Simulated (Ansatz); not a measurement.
Relaxation of BH4N (6 atoms, charge 0, multiplicity 1), to a largest force component of 0.03 eV/Å in at most 50 steps.

These are results of RKS PBE-D4/def2-TZVP in Ansatz 0.2.0, not measurements.

```xyz
6
Properties=species:S:1:pos:R:3
B -0.144 0.240 -0.744
N 1.343 -0.184 1.520
H 0.481 -0.687 1.728
H 1.200 0.824 1.570
H 1.718 -0.445 0.586
H -1.134 0.252 0.027
```

Where does it end, and by what steps?

The run converged. After 17 steps the energy has fallen by 0.822 eV; N2 moved furthest, 0.66 Å. Joined: B1–N2 (2.74 → 1.66 Å).

```tsv
step	energy less start (eV)	largest force component (eV/Å)	accepted
0	0.0000	0.731	yes
1	-0.0516	0.240	yes
2	-0.0558	0.186	yes
3	-0.0599	0.249	yes
4	-0.0765	0.210	yes
5	-0.1160	0.689	yes
6	-0.2818	1.881	yes
7	-0.6733	1.173	yes
8	-0.7863	0.440	yes
9	-0.7813	0.514	no
10	-0.8099	0.053	yes
11	-0.8102	0.212	yes
12	-0.8179	0.316	yes
13	-0.8199	0.145	yes
14	-0.8209	0.046	yes
15	-0.8203	0.128	no
16	-0.8213	0.071	yes
17	-0.8216	0.015	yes
```

```xyz
6
Properties=species:S:1:pos:R:3
B -0.079 -0.174 -0.294
N 0.957 -0.061 0.999
H 0.611 -0.831 1.598
H 1.032 0.795 1.593
H 1.896 -0.346 0.714
H -0.954 0.617 0.077
```

Whether the end is a true minimum wasn't checked by a vibrational analysis.

Time of the run: 14 s on 2 threads of Arm Neoverse V1, with other jobs on the host, peak memory 0.11 GiB.
